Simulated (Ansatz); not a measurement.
# CO+ (doublet): PBE, r2SCAN, PBE0, B3LYP, wB97M-V, B2PLYP, RPA-PBE over vertical gaps between states, cc-pVDZ

How well do these functionals follow the top wave-function level for CO+ (doublet) over vertical gaps between states?

Method: cc-pVDZ, all electrons in the functionals, frozen cores in the correlation of double hybrids and RPA; program: Ansatz 0.2.0, Gaussian basis.

Plan: PBE, r2SCAN, PBE0, B3LYP, wB97M-V, B2PLYP, RPA-PBE, at charge 1, doublet; charge 1, quartet.

2 further runs of the same task are left out: 2 set aside as unsound or not needed.

**1. What is computed**

The geometry is a PBE0/def2-TZVP stationary point (not a proven minimum).

2 atoms, charge 1, spin multiplicity 2.

Atoms are counted from 1 here; the program's logs count them from 0.

Bond lengths: O1–C2 1.106 Å.

No dispersion term is added; wB97M-V holds VV10 nonlocal correlation. B3LYP takes the VWN-RPA correlation.

The geometry shown and the zero of energy belong to the point charge 1, doublet. The yardstick, FCI, and other wave-function levels (R restricted, U unrestricted, valence and pair active spaces) come from earlier runs.

**2. PBE, charge 1, doublet**

The input, in.yaml:

```yaml
crystal:
  periodic: [false, false, false]
  atoms:
    - {symbol: O, position_ang: [0.000000, 0.000000, 0.000000]}
    - {symbol: C, position_ang: [0.000000, 0.000000, 1.106200]}
basis:
  gaussian: {orbitals: cc-pVDZ}
total_charge: 1
magnetization: {spin_polarized: true, initial_magnetization: 1}
hamiltonian: {xc: {name: PBE}}
output: {orbitals: {seedname: orbitals}}
```

On the command line:

```bash
> ansatz run in.yaml --threads 1 --pin off --events-out ev --progress --plain --max-ram 3793MiB --backend cpu
```

After this run come: PBE, charge 1, quartet; r2SCAN, charge 1, doublet; r2SCAN, charge 1, quartet; PBE0, charge 1, doublet; PBE0, charge 1, quartet; B3LYP, charge 1, doublet; B3LYP, charge 1, quartet; wB97M-V, charge 1, doublet; wB97M-V, charge 1, quartet; B2PLYP, charge 1, doublet; B2PLYP, charge 1, quartet; RPA-PBE, charge 1, doublet; RPA-PBE, charge 1, quartet.

Before running them: what should the planned runs give, taken together? Wanted: doublet to quartet, FCI; largest miss, PBE; largest miss, r2SCAN; largest miss, PBE0; largest miss, B3LYP; largest miss, wB97M-V; largest miss, B2PLYP; largest miss, RPA-PBE; largest miss, RCCSD(T).

As calculated:

```
               quantity                           value
doublet to quartet, FCI                        7.417 eV
      largest miss, PBE  +0.595 eV (doublet to quartet)
   largest miss, r2SCAN  +0.118 eV (doublet to quartet)
     largest miss, PBE0  +0.126 eV (doublet to quartet)
    largest miss, B3LYP  +0.334 eV (doublet to quartet)
  largest miss, wB97M-V  +0.503 eV (doublet to quartet)
   largest miss, B2PLYP  +0.514 eV (doublet to quartet)
  largest miss, RPA-PBE  +0.543 eV (doublet to quartet)
 largest miss, RCCSD(T)  +0.337 eV (doublet to quartet)
 largest miss, UCCSD(T)  +0.324 eV (doublet to quartet)
```

Of the functionals, r2SCAN keep the smallest largest miss at the points compared (at most 0.118 eV) and PBE strays most (0.595 eV, at doublet to quartet). Restricted CCSD(T) does no better than the best of them: it misses by +0.337 eV at doublet to quartet. Functionals and the yardstick converge differently with the basis, so part of each miss in cc-pVDZ is the basis.
